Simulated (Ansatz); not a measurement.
# AlH2Cl (built from SMILES [AlH2][Cl]): single points off equilibrium

Aim: energy, forces and dipole at a displaced guess of a reacting structure, from CCSD(T) and from density functionals.

The runs use Ansatz 0.2.0, Gaussian basis; single points in def2-TZVPP.

Correlated methods freeze the cores. B3LYP uses VWN-RPA correlation.

### Step 1. The system as given

4 atoms, charge 0, spin multiplicity 1.

Atoms are counted from 1 here; the program's logs count them from 0.

Bond lengths: Al1–Cl2 2.536 Å, Al1–H3 1.930 Å, Al1–H4 1.572 Å. Angles: Cl2–Al1–H3 43.4°, Cl2–Al1–H4 169.8°, H3–Al1–H4 142.4°.

Geometry (Å):

```mol
AlClH2
  3D, bonds by distance, orders not assigned

  4  3  0  0  0  0  0  0  0  0999 V2000
   -0.4244   -0.1911    0.4270 Al  0  0
    1.2053   -0.5212   -1.4879 Cl  0  0
    0.9155    0.8685   -0.4719 H   0  0
   -1.6262   -0.0858    1.4356 H   0  0
  1  2  8  0
  1  3  8  0
  1  4  8  0
M  END
```

### Step 2. CCSD(T)/def2-TZVPP

run/in.yaml

```yaml
crystal:
  periodic: [false, false, false]
  atoms:
    - {symbol: Al, position_ang: [-0.424400, -0.191100, 0.427000]}
    - {symbol: Cl, position_ang: [1.205300, -0.521200, -1.487900]}
    - {symbol: H, position_ang: [0.915500, 0.868500, -0.471900]}
    - {symbol: H, position_ang: [-1.626200, -0.085800, 1.435600]}
basis:
  gaussian: {orbitals: def2-TZVPP}
correlation: {method: ccsd_t}
output: {forces: true}
```

No record of the launch command was kept for these runs.

### Step 3. PBE0-D4/def2-TZVPP

Edit run/in.yaml of step 2 so:

```diff
@@ -9,3 +9,3 @@
   gaussian: {orbitals: def2-TZVPP}
-correlation: {method: ccsd_t}
-output: {forces: true}
+hamiltonian: {xc: pbe0, dispersion: d4}
+output: {forces: true, orbitals: {seedname: orbitals}}
```

### Step 4. wB97M-V/def2-TZVPP

Edit run/in.yaml of step 3 so:

```diff
@@ -9,3 +9,3 @@
   gaussian: {orbitals: def2-TZVPP}
-hamiltonian: {xc: pbe0, dispersion: d4}
-output: {forces: true, orbitals: {seedname: orbitals}}
+hamiltonian: {xc: {name: wB97M-V}}
+output: {forces: true}
```

### Step 5. r2SCAN-D4/def2-TZVPP

Edit run/in.yaml of step 4 so:

```diff
@@ -9,3 +9,3 @@
   gaussian: {orbitals: def2-TZVPP}
-hamiltonian: {xc: {name: wB97M-V}}
+hamiltonian: {xc: r2scan, dispersion: d4}
 output: {forces: true}
```

### Step 6. PBE-D4/def2-TZVPP

Edit run/in.yaml of step 5 so:

```diff
@@ -9,3 +9,3 @@
   gaussian: {orbitals: def2-TZVPP}
-hamiltonian: {xc: r2scan, dispersion: d4}
+hamiltonian: {xc: pbe, dispersion: d4}
 output: {forces: true}
```

### Step 7. SPW92/def2-TZVPP

Edit run/in.yaml of step 6 so:

```diff
@@ -9,3 +9,3 @@
   gaussian: {orbitals: def2-TZVPP}
-hamiltonian: {xc: pbe, dispersion: d4}
+hamiltonian: {xc: lda}
 output: {forces: true}
```

### Step 8. B3LYP-D4/def2-TZVPP

Edit run/in.yaml of step 7 so:

```diff
@@ -9,3 +9,3 @@
   gaussian: {orbitals: def2-TZVPP}
-hamiltonian: {xc: lda}
+hamiltonian: {xc: {name: B3LYP}, dispersion: d4}
 output: {forces: true}
```

(Steps that only read results are left out.)

What does the calculation give? Wanted: energy less free atoms, CCSD(T)/def2-TZVPP; RMS force component; RMS force error; HOMO and LUMO, PBE0-D4; T1 diagnostic.

As calculated:

| quantity | value |
| --- | --- |
| energy less free atoms, CCSD(T)/def2-TZVPP | -586.5 kJ/mol |
| RMS force component | 1.246 to 1.424 eV/Å over the methods |
| RMS force error | PBE0-D4 0.118, wB97M-V 0.158, r2SCAN-D4 0.087, PBE-D4 0.194, SPW92 0.240, B3LYP-D4 0.164 eV/Å |
| HOMO and LUMO, PBE0-D4 | -5.38 and -2.96 eV |
| T1 diagnostic | 0.022 |

**Reading.** Against CCSD(T) the functionals' energies less atoms differ by -170.7 to -19.9 kJ/mol, PBE-D4 by -54.6 kJ/mol. CCSD(T) in triple zeta still lacks some correlation energy of the bonds, so part of these gaps is its own basis error and they don't rank the functionals. On forces the order runs from r2SCAN-D4 to SPW92. The restricted Hartree–Fock reference is unstable towards an unrestricted one at one or more of these structures.
